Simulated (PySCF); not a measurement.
Dipole moment and polarisability of `CC/C=C/F`

C4H7F.
Cartesian coordinates in Å at the GFN2-xTB level; atoms count from 1:
```
atom  x, y, z in Å
C1    -1.5842    0.1456   -0.3639
C2    -0.3843    0.3722    0.5557
C3     0.7399   -0.5476    0.2093
C4     1.9239   -0.1316   -0.1917
F5     2.9138   -0.9901   -0.5030
H6    -2.4025    0.8060   -0.0878
H7    -1.3122    0.3449   -1.3975
H8    -1.9306   -0.8826   -0.2921
H9    -0.6892    0.1849    1.5886
H10   -0.0512    1.4086    0.4818
H11    0.5444   -1.6081    0.2818
H12    2.2334    0.8971   -0.3073
```

Level: CAM-B3LYP/def2-SVPD (PySCF), static field, nuclei fixed, core orbitals frozen in the response. The polarisability tensor in these axes (au):

```
x   64.35 -0.47 -3.78
y   -0.47 46.05  0.12
z   -3.78  0.12 42.91
```

Problem. What are the eigenvalues, a third of the trace, and Δα (Δα² = ½Σ(αi − αj)² over the three pairs)?

Solution. Principal values 42.26, 46.04 and 65.00 au; mean 51.10 au = 7.57 Å³ = 8.43 × 10⁻⁴⁰ C²·m²/J; Δα = 21.11 au (41 % of the mean).

Problem. What is the dipole moment, and where does it point?

Solution. (-1.56, 1.05, 0.46) D, 1.94 D in size, pointing from the negative to the positive side. Measured along this direction, the outermost atoms are F5 at the negative end and H6 at the positive end.

Problem. Rayleigh depolarisation ratio (linearly polarised light, static tensor)?

Solution. ρ = 3Δα²/(45ᾱ² + 4Δα²) = 1336.9/(117508 + 1782.6) = 0.0112.

Problem. Estimate the molar refractivity from the static electronic polarisability.

Solution. Lorentz–Lorenz: R = (4π/3)N_A α = 2.5225 cm³/(mol·Å³) × 7.57 Å³ = 19.1 cm³/mol, in the limit of long wavelengths.

Problem. Refractivity n − 1 of an ideal gas of it at 273.15 K and 1 atm, from the electronic α?

Solution. N = p/kT = 2.6868 × 10¹⁹ cm⁻³, so n − 1 = 2π × N × 7.57 × 10⁻²⁴ cm³ = 1278 × 10⁻⁶ at long wavelengths.

Problem. Form Σ f/ω² (atomic units) for the 8 lowest TDDFT singlets, given as eV and f, and set it beside the mean polarisability, which is this sum over all singlets: 7.26, 0.0541; 7.36, 0.2587; 7.45, 0.0885; 7.83, 0.0183; 8.42, 0.0123; 8.91, 0.0094; 8.94, 0.0007; 9.16, 0.0041.

Solution. They add up to 5.96 au, 11.7 % of the 51.10 au; the largest single term is 3.54 au, from the state at 7.36 eV. Terms in order: 0.76, 3.54, 1.18, 0.22, 0.13, 0.09, 0.01, 0.04 au. Higher excitations give the rest. The strengths listed sum to 0.446.

Isolated species at its GFN2-xTB geometry (one conformer only).
